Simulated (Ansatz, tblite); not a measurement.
Spin states of Al₂H₂, each relaxed with PBE-D4/def2-TZVP in Ansatz. Electronic energies in the gas phase.

The xTB rows come from tblite. B3LYP takes the VWN-RPA correlation. Correlated methods freeze 10 core orbitals. In CCSD on the charge 0 triplet the largest single amplitude is 0.26, so its Hartree–Fock determinant may place the open shell otherwise than the density functionals do. The structure comes from a short search, and lower isomers may exist.

Singlet geometry (C2v within 0.1 Å):

```
atom    x (Å)    y (Å)    z (Å)
 Al1  -0.4586   1.2217  -0.0649
 Al2  -0.1405  -1.1791  -0.5451
  H3  -0.4497  -0.2644   1.0239
  H4   1.0488   0.2218  -0.4140
```

Triplet geometry (D2h within 0.1 Å):

```xyz
4

Al   -1.111   -0.667   -0.209
Al    1.118    0.658    0.196
H     0.338   -0.809    0.788
H    -0.345    0.818   -0.775
```

Quintet geometry (D2h within 0.1 Å):

Cartesian coordinates in Å:
```
Al 0.389 0.212 -1.204
Al -0.391 -0.212 1.203
H -0.143 1.175 0.161
H 0.146 -1.175 -0.160
```

⟨S²⟩: triplet 2.01 at PBE0-D4/def2-TZVP (pure 2.00), quintet 6.00 at PBE0-D4/def2-TZVP (pure 6.00).

Run but left out: HF/def2-TZVP, HF/def2-TZVPP (singlet: restricted singlet, unstable towards broken spin symmetry); MP2/def2-TZVP, MP2/def2-TZVPP (triplet: a determinant that CCSD turns far, T1 0.087); GFN1-xTB (tight binding far off the other levels).

Only these spin states were relaxed. The triplet has other bonds than the singlet, so the gap mixes isomer and spin. The quintet has other bonds than the singlet, so the gap mixes isomer and spin.

| level | triplet − singlet (kcal/mol) | quintet − singlet (kcal/mol) | lowest of these | remarks |
| --- | --- | --- | --- | --- |
| GFN2-xTB | 52.3 | 155.3 | singlet | – |
| LDA (SPW92)/def2-TZVP | 17.4 | 100.5 | singlet | – |
| PBE-D4/def2-TZVP | 15.2 | 94.3 | singlet | – |
| revPBE-D4/def2-TZVP | 15.0 | 91.9 | singlet | – |
| r2SCAN-D4/def2-TZVP | 11.1 | 80.8 | singlet | – |
| r2SCANh-D4/def2-TZVP | 11.3 | 81.0 | singlet | – |
| B3LYP-D4/def2-TZVP | 17.7 | 100.7 | singlet | – |
| PBE0-D4/def2-TZVP | 15.1 | 89.8 | singlet | – |
| B2PLYP/def2-TZVP | 17.0 | 96.9 | singlet | – |
| RPA@PBE/def2-TZVP | 17.3 | 96.1 | singlet | – |
| CCSD/def2-TZVPP | 18.8 | 89.1 | singlet | large T1 (0.029) (singlet), large T1 (0.087) (triplet), restricted SCF unstable (singlet) |
| CCSD(T)/def2-TZVPP | 18.2 | 92.3 | singlet | large T1 (0.029) (singlet), large T1 (0.087) (triplet), restricted SCF unstable (singlet) |

Change of the quintet − singlet gap on mixing in exact exchange, in kcal/mol: PBE to PBE0 (25 % exact exchange) -4.5; r2SCAN to r2SCANh (10 % exact exchange) 0.2.

The xTB methods have no term that favours high spin, so they put low spin too low.
